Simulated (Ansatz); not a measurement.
in.yaml

```yaml
crystal:
  periodic: [false, false, false]
  atoms:
    - {symbol: O, position_ang: [0.000000, -0.101812, 1.041721]}
    - {symbol: P, position_ang: [0.000000, 0.028618, -0.587387]}
    - {symbol: H, position_ang: [0.000000, 0.736686, 1.514642]}
basis:
  gaussian: {orbitals: cc-pVDZ}
magnetization: {spin_polarized: true, initial_magnetization: 4}
correlation: {method: ccsdtq, electrons: outside_noble_gas}
```

```sh
$ ansatz run in.yaml --threads 2 --pin off --events-out ev --progress --plain --max-ram 15360MiB --backend cuda --devices 0, --max-vram 18GiB
```

(1) Roughly how long does this take on 2 threads of AMD EPYC 7R13 with a shared H100 80 GB, shared host, and how much host memory?

```
655 factors; integrals over basis functions are off by at most 1.6e-7 eV
mean field evaluation 1: about -11315.8935 eV, gradient 1.1e1 eV
mean field evaluation 2: about -11315.9501 eV, gradient 1.1e1 eV
mean field evaluation 4: about -11317.2646 eV, gradient 3.4e0 eV
mean field evaluation 8: about -11317.5798 eV, gradient 5.2e-1 eV
mean field evaluation 16: about -11317.6049 eV, gradient 1.9e-6 eV
mean field evaluation 32: about -11317.1541 eV, gradient 2.6e-1 eV
mean field evaluation 64: about -11317.6049 eV, gradient 2.1e-6 eV
mean field evaluation 96: about -11315.4390 eV, gradient 4.1e0 eV
mean field evaluation 128: about -11316.0377 eV, gradient 1.2e1 eV
mean field evaluation 160: about -11313.9277 eV, gradient 8.3e0 eV
...
mean field -11317.60489918 eV, -415.9143086969 hartree, gradient 2.1e-6 eV, S^2 6.012556; 4 other end points of the search recorded, 0 dependent functions left out
determinant -11317.60489918 eV, -415.9143086969 hartree, with singles and doubles -11324.78333862 eV, -416.1781114804 hartree
determinant -11317.16629409 eV, -415.8981902571 hartree, with singles and doubles -11324.14844109 eV, -416.1547794264 hartree
6 core orbitals not correlated: weight in the atoms' cores, before any rotation towards them, 1.000 or more for the frozen orbitals, at most 0.000 for the correlated occupied ones
reference -11317.60489918 eV, -415.9143086969 hartree; 8, 4 occupied and 23, 27 virtual orbitals, 655 factors
second order -6.66423776 eV of doubles, -0.00000000 eV of singles
...
cycle  13  -7.42117774 eV  change   -1.1e-4 eV  update   1.7e-4
cycle  14  -7.42131753 eV  change   -1.4e-4 eV  update   7.9e-5
cycle  15  -7.42135578 eV  change   -3.8e-5 eV  update   3.3e-5
cycle  16  -7.42133583 eV  change    2.0e-5 eV  update   1.8e-5
cycle  17  -7.42133528 eV  change    5.6e-7 eV  update   1.2e-5
cycle  18  -7.42133828 eV  change   -3.0e-6 eV  update   4.6e-6
cycle  19  -7.42134029 eV  change   -2.0e-6 eV  update   2.3e-6
cycle  20  -7.42134292 eV  change   -2.6e-6 eV  update   1.5e-6
cycle  21  -7.42134450 eV  change   -1.6e-6 eV  update   8.9e-7
cycle  22  -7.42134447 eV  change    2.7e-8 eV  update   4.8e-7
Total energy: -11325.02624365 eV, -416.1870380758 hartree
```

Results:

(1) 56 s wall and 0.93 GiB.
